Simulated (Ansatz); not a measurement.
The same path of C2H5Mg (8 atoms, charge -1, multiplicity 1) was run twice with different band settings.

Level of theory: RKS r2SCAN-D4/def2-SVP (Ansatz).

Relaxed end points:

```xyz
8
Properties=species:S:1:pos:R:3
C -1.452 1.297 -1.240
Mg -0.022 0.124 -0.444
C 1.064 -0.990 1.078
H -2.194 0.880 -1.958
H -1.207 2.321 -1.603
H 1.388 -0.350 1.924
H 1.980 -1.492 0.709
H 0.443 -1.789 1.534
```

```xyz
8
Properties=species:S:1:pos:R:3
C -0.733 1.193 -1.845
Mg -0.378 0.188 -0.136
C 0.705 -0.945 1.375
H -0.918 2.291 -1.828
H -1.415 0.772 -2.618
H 0.840 -0.369 2.313
H 1.722 -1.259 1.063
H 0.177 -1.871 1.676
```

Common settings: movable images 7; climbing image yes; optimiser quadratic models (default); start path IDPP; force threshold 0.03 eV/Å; end points relaxed.

| run | spring | iteration limit |
| --- | --- | --- |
| 1 | 5.0 eV/Å² | 50 |
| 2 | 0.5 eV/Å² | 58 |

What does each run give, and how far can it be trusted?

Run 1: converged after 4 iterations, highest image 0.001 eV above the first end. The top lies less than 8 meV above the higher end, about what the thresholds resolve: the motion is nearly free. A vibrational analysis at the climbing image gives no mode beyond 40i cm⁻¹: the surface is too flat there to confirm a saddle point.
Run 2: converged after 4 iterations, highest image 0.001 eV above the first end. The top lies less than 8 meV above the higher end, about what the thresholds resolve: the motion is nearly free. Another band between the same ends (7 images) ends at a top of the same energy, where a vibrational analysis finds no clearly imaginary modes.
Limits of this set-up: an anion without diffuse functions.
